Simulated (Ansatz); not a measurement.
Worked example: building the atomization energy of CH₂F₂, singlet

Measured: the G2/97 heats of formation, with zero-point and thermal terms from B3LYP taken off, give an electronic atomization energy of 436.3 kcal/mol (Curtiss et al., J. Chem. Phys. 106, 1063 (1997); Staroverov et al., J. Chem. Phys. 119, 12129 (2003)). The calculation below tries to reproduce it.

Geometry (MP2(full)/6-31G*, from the G2/97 set):

```xyz
5

C     0.0000    0.0000    0.5562
F     0.0000    1.1097   -0.2373
F     0.0000   -1.1097   -0.2373
H    -0.9084    0.0000    1.1600
H     0.9084    0.0000    1.1600
```

Atomization energies (atoms less molecule, kcal/mol) from Ansatz 0.2.0, frozen cores, restricted molecule, unrestricted atoms (their steps beyond CCSDT(Q) from restricted open-shell runs), sets cc-pVDZ, cc-pVTZ, cc-pVQZ:

| level | DZ | TZ | QZ |
| --- | --- | --- | --- |
| HF | 298.09 | 308.56 | 309.27 |
| CCSD(T) | 399.07 | 425.47 | 432.47 |
| CCSDT | 399.10 | 425.11 | – |
| CCSDT(Q) | 399.59 | 425.48 | – |
| CCSDTQ | 399.55 | – | – |

Q: Extrapolate Hartree–Fock with exp(−5.46 √X) and the CCSD(T) correlation part with X⁻³ (X = 3, 4), add each higher step from the largest set that has it, and compare with the measured value.

A: Hartree–Fock: 309.27 + (309.27 − 308.56) × 0.301 = 309.48.
Correlation: TZ 116.91, QZ 123.20; (64 × 123.20 − 27 × 116.91) / 37 = 127.79.
Full triples (TZ): 425.11 − 425.47 = -0.36.
(Q) (TZ): 425.48 − 425.11 = 0.37.
Full quadruples (DZ): 399.55 − 399.59 = -0.04.
Sum: 437.2 kcal/mol, 0.9 above the measured 436.3.

The steps beyond CCSD(T) add -0.03 kcal/mol, while going from QZ to the limit adds 4.80. Core correlation, scalar relativity, spin–orbit terms and the relaxation from this MP2 geometry are missing from the sum, and the measured value has its own uncertainty.
